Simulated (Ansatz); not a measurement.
**BNH3Cl (SMILES NBCl): a chain of runs**

Aim: a series of 14 runs (HF/STO-3G, UHF/STO-3G, HF/3-21G, UHF/3-21G, HF/6-31G*, B3LYP/6-31G*, PBE/def2-SVP) of BClH3N. 

Program for the calculation: Ansatz 0.2.0.

**1. The structure to begin with**

BNH3Cl: 6 atoms, total charge 0, spin state singlet. SMILES: `NBCl`. Geometry: relaxed at PBE0-D4/def2-TZVP. The run starts from this shape.

Bond lengths: N1–B2 1.383 Å, B2–Cl3 1.768 Å, N1–H4 1.005 Å, N1–H5 1.006 Å, B2–H6 1.191 Å. Angles: N1–B2–Cl3 119.7°, N1–B2–H6 121.5°, Cl3–B2–H6 118.8°, B2–N1–H4 122.2°, B2–N1–H5 123.2°, H4–N1–H5 114.7°.

**2. A geometry optimisation at HF/STO-3G (run 1)**

job.yaml reads:

```yaml
crystal:
  periodic: [false, false, false]
  atoms:
    - {symbol: "N", position_ang: [-0.395600, -0.007800, -0.658000]}
    - {symbol: B, position_ang: [0.369600, -0.158900, 0.483700]}
    - {symbol: Cl, position_ang: [0.529900, 1.189300, 1.616000]}
    - {symbol: H, position_ang: [-0.511800, -0.749300, -1.326600]}
    - {symbol: H, position_ang: [-0.878600, 0.844500, -0.888200]}
    - {symbol: H, position_ang: [0.928800, -1.181900, 0.727100]}
basis:
  gaussian: {orbitals: STO-3G}
total_charge: 0
magnetization: {spin_polarized: false}
hamiltonian: {xc: hf}
relax: {f_tol: 0.002}
output: {orbitals: {seedname: orbitals}}
```

On the command line:

```console
$ ansatz run job.yaml --threads 1 --pin off --max-ram 2610MiB --events-out events.jsonl --progress --plain --runs-dir runs
```

What it wrote:

```text
Warning: RAYON_NUM_THREADS=1 ignored (pool sized by the plan → 1); use --threads N
The last accepted step is kept in runs//last_step.txt (removed where the run ends without a failure and the disk answers)
[... 56 lines left out ...]
Total energy: -14545.18781984 eV, -534.5257932967 hartree
[... 6 lines left out ...]
Dipole moment:    -0.265958    -0.287595    -0.616978 e Å
```

Wall time 3.6 s (1 thread of Intel Xeon Platinum 8488C (Sapphire Rapids), shared host).

Steps, from the record of the run:

| step | energy from the first frame kept (eV) | largest force (eV/Å) |
| --- | --- | --- |
| 1 | 0.0000 | 1.6509 |
| 2 | -0.0404 | 0.4731 |
| 3 | -0.0431 | 0.0760 |
| 4 | -0.0432 | 0.0623 |
| 5 | -0.0433 | 0.0267 |
| 6 | -0.0433 | 0.0027 |
| 7 | -0.0433 | 0.0003 |

After the run. Bond lengths: N1–B2 1.369 Å, B2–Cl3 1.796 Å, N1–H4 1.018 Å, N1–H5 1.019 Å, B2–H6 1.160 Å. Angles: N1–B2–Cl3 119.3°, N1–B2–H6 122.0°, Cl3–B2–H6 118.8°, B2–N1–H4 122.7°, B2–N1–H5 123.9°, H4–N1–H5 113.4°.

**3. Vibrational wavenumbers at HF/STO-3G (run 2)**

in.yaml reads:

```yaml
basis:
  gaussian:
    orbitals: STO-3G
crystal:
  periodic: [false, false, false]
  atoms:
    - {symbol: N, position_ang: [-0.387372, -0.014308, -0.648896]}
    - {symbol: B, position_ang: [0.372123, -0.171830, 0.479318]}
    - {symbol: Cl, position_ang: [0.533409, 1.199113, 1.628214]}
    - {symbol: H, position_ang: [-0.514629, -0.755924, -1.335137]}
    - {symbol: H, position_ang: [-0.878642, 0.845751, -0.887763]}
    - {symbol: H, position_ang: [0.917411, -1.166903, 0.718264]}
hamiltonian:
  xc: hf
phonons:
  temperatures:
    t_min: 298.15
    t_max: 298.15
    t_step: 1
```

On the command line:

```console
$ ansatz run in.yaml --threads 1 --pin off --max-ram 2610MiB --events-out events.jsonl --progress --plain --runs-dir runs
```

What it wrote:

```text
Warning: RAYON_NUM_THREADS=1 ignored (pool sized by the plan → 1); use --threads N
[... 201 lines left out ...]
Total energy: -14545.18781994 eV, -534.5257933005 hartree
[... 6 lines left out ...]
Dipole moment:    -0.265959    -0.287596    -0.616978 e Å
Vibrations: 385.77 644.37 721.12 819.94 1056.95 1105.21 1341.88 1600.04 1927.40 3287.56 4040.99 4228.54 cm⁻¹, zero-point energy 1.311740 eV
```

It took 5.4 s on 1 thread of Intel Xeon Platinum 8488C (Sapphire Rapids), shared host.

Runs 3 to 6 aren't shown in full; the table further down has their settings and results.

**4. The doublet cation: a single-point energy at UHF/3-21G (run 7)**

in.yaml reads:

```yaml
crystal:
  periodic: [false, false, false]
  atoms:
    - {symbol: N, position_ang: [-0.401617, -0.012311, -0.670658]}
    - {symbol: B, position_ang: [0.370027, -0.182140, 0.469226]}
    - {symbol: Cl, position_ang: [0.540105, 1.216505, 1.650404]}
    - {symbol: H, position_ang: [-0.521180, -0.746882, -1.339885]}
    - {symbol: H, position_ang: [-0.878933, 0.840121, -0.891882]}
    - {symbol: H, position_ang: [0.933898, -1.179393, 0.736795]}
basis:
  gaussian:
    orbitals: 3-21G.json
total_charge: 1
hamiltonian:
  xc: hf
magnetization:
  spin_polarized: true
  initial_magnetization: 1
```

The basis set 3-21G is read from a file made from the Basis Set Exchange's data (not shown).

On the command line:

```console
$ ansatz run in.yaml --threads 1 --pin off --max-ram 2610MiB --events-out events.jsonl --progress --plain --runs-dir runs
```

What it wrote:

```text
Warning: RAYON_NUM_THREADS=1 ignored (pool sized by the plan → 1); use --threads N
Functional definition: HF
  name "HF"
  exchange = exact_x
  correlation = 0
450 factors; integrals over basis functions are off by at most 8.3e-4 eV
mean field evaluation 1: about -14620.2420 eV, gradient 2.7e1 eV
mean field evaluation 2: about -14620.3931 eV, gradient 2.7e1 eV
mean field evaluation 4: about -14623.9306 eV, gradient 2.7e0 eV
mean field evaluation 8: about -14624.2648 eV, gradient 6.9e-1 eV
mean field evaluation 16: about -14624.3083 eV, gradient 1.4e-5 eV
mean field evaluation 32: about -14624.2528 eV, gradient 1.0e-1 eV
mean field evaluation 64: about -14624.2274 eV, gradient 7.8e-1 eV
mean field evaluation 96: about -14624.2888 eV, gradient 8.0e-1 eV
mean field evaluation 128: about -14623.9774 eV, gradient 2.1e0 eV
mean field evaluation 160: about -14624.3083 eV, gradient 4.2e-5 eV
mean field -14624.59641952 eV, -537.4440055098 hartree, gradient 3.0e-6 eV, S^2 0.768807; 3 other end points of the search recorded, 0 dependent functions left out
reference -14624.59641952 eV, -537.4440055098 hartree; 16, 15 occupied and 21, 22 virtual orbitals, 450 factors
Total energy: -14624.59641952 eV, -537.4440055098 hartree
```

Wall time 0.63 s (1 thread of Intel Xeon Platinum 8488C (Sapphire Rapids), shared host).

Runs 8 to 13 aren't shown in full; the table further down has their settings and results.

**5. Vibrational wavenumbers at PBE/def2-SVP (run 14)**

molecule.yaml reads:

```yaml
crystal:
  periodic: [false, false, false]
  atoms:
    - {symbol: N, position_ang: [-0.398706, -0.006425, -0.662117]}
    - {symbol: B, position_ang: [0.372807, -0.155597, 0.490907]}
    - {symbol: Cl, position_ang: [0.534740, 1.201470, 1.631910]}
    - {symbol: H, position_ang: [-0.515529, -0.760067, -1.339363]}
    - {symbol: H, position_ang: [-0.890530, 0.856452, -0.899993]}
    - {symbol: H, position_ang: [0.939518, -1.199933, 0.732655]}
basis:
  gaussian:
    orbitals: def2-SVP
hamiltonian:
  xc: pbe
phonons:
  temperatures: {t_min: 298.15, t_max: 298.15, t_step: 1}
```

On the command line:

```console
$ ansatz run molecule.yaml --threads 1 --pin off --max-ram 2610MiB --events-out events.jsonl --progress --plain --runs-dir runs
```

What it wrote:

```text
Warning: RAYON_NUM_THREADS=1 ignored (pool sized by the plan → 1); use --threads N
[... 21 lines left out ...]
695 factors; their error is unknown
[... 20 lines left out ...]
695 factors; their error is unknown
[... 20 lines left out ...]
695 factors; their error is unknown
[... 19 lines left out ...]
695 factors; their error is unknown
[... 20 lines left out ...]
695 factors; their error is unknown
[... 20 lines left out ...]
695 factors; their error is unknown
[... 20 lines left out ...]
695 factors; their error is unknown
[... 19 lines left out ...]
695 factors; their error is unknown
[... 5 lines left out ...]
695 factors; their error is unknown
[... 4 lines left out ...]
695 factors; their error is unknown
[... 4 lines left out ...]
695 factors; their error is unknown
[... 4 lines left out ...]
695 factors; their error is unknown
[... 4 lines left out ...]
695 factors; their error is unknown
[... 5 lines left out ...]
695 factors; their error is unknown
[... 10 lines left out ...]
Dipole moment:    -0.273619    -0.095296    -0.504899 e Å
Vibrations: 343.36 515.49 594.21 690.21 857.20 894.23 1092.19 1322.34 1536.86 2592.68 3509.74 3618.05 cm⁻¹, zero-point energy 1.088989 eV
```

Run time: 15 s. Hardware: 1 thread of Intel Xeon Platinum 8488C (Sapphire Rapids), shared host.

**6. Overview of the runs**

| run | level | task | walk f tol | partner | energy (Eh) | dipole moment (D) | wall time |
| --- | --- | --- | --- | --- | --- | --- | --- |
| 1 | HF/STO-3G | optimise | 0.002 | base | -534.525793 | 3.51 | 3.6 s |
| 2 | HF/STO-3G | frequencies | – | base | -534.525793 | 3.51 | 5.4 s |
| 3 | UHF/STO-3G | energy | – | cation | -534.206677 | – | 1.1 s |
| 4 | UHF/STO-3G | optimise | – | cation | -534.239145 | – | 2.7 s |
| 5 | HF/3-21G | optimise | 0.002 | base | -537.819094 | 4.00 | 2.5 s |
| 6 | HF/3-21G | frequencies | – | base | -537.819094 | 4.00 | 7.2 s |
| 7 | UHF/3-21G | energy | – | cation | -537.444006 | – | 0.63 s |
| 8 | UHF/3-21G | optimise | – | cation | -537.467663 | – | 4.2 s |
| 9 | HF/6-31G* (Cartesian functions) | optimise | 0.002 | base | -540.449034 | 3.07 | 4.5 s |
| 10 | HF/6-31G* (Cartesian functions) | frequencies | – | base | -540.449034 | 3.07 | 16 s |
| 11 | B3LYP/6-31G* (Cartesian functions) | optimise | 0.002 | base | -541.690676 | 3.06 | 6.6 s |
| 12 | B3LYP/6-31G* (Cartesian functions) | frequencies | – | base | -541.690676 | 3.06 | 26 s |
| 13 | PBE/def2-SVP | optimise | 0.002 | base | -541.185384 | 2.80 | 3.9 s |
| 14 | PBE/def2-SVP | frequencies | – | base | -541.185384 | 2.80 | 15 s |

**7. What came out**

```
                                                                          quantity          value
                                                run 14, PBE/def2-SVP: total energy  -541.18538 Eh
                                               run 14, PBE/def2-SVP: dipole moment         2.80 D
                                    run 14, PBE/def2-SVP: largest force on an atom     0.001 eV/Å
                                  run 14, PBE/def2-SVP: lowest harmonic wavenumber       343 cm⁻¹
                                 run 14, PBE/def2-SVP: highest harmonic wavenumber      3618 cm⁻¹
                                           run 14, PBE/def2-SVP: zero-point energy   105.1 kJ/mol
                     vertical ionisation energy (to the doublet cation), HF/STO-3G       8.684 eV
                      vertical ionisation energy (to the doublet cation), HF/3-21G      10.207 eV
adiabatic ionisation energy (to the doublet cation, no zero-point term), HF/STO-3G       7.800 eV
 adiabatic ionisation energy (to the doublet cation, no zero-point term), HF/3-21G       9.563 eV
```

In words: At HF/STO-3G: removing an electron at fixed nuclei costs 8.68 eV (838 kJ/mol). In a minimal basis such a difference can be off by several eV, whatever the method. At HF/3-21G: removing an electron at fixed nuclei costs 10.21 eV (235 kcal/mol). At HF/STO-3G: the adiabatic ionisation energy (to the doublet cation, no zero-point term) is 7.80 eV (180 kcal/mol). At HF/3-21G: the adiabatic ionisation energy (to the doublet cation, no zero-point term) is 9.56 eV (221 kcal/mol). Totals of different functionals can't be ranked against each other. In runs 1, 2, 3, 4 the basis is minimal, so the values are rough. All runs together took 98 s, the longest 26 s.
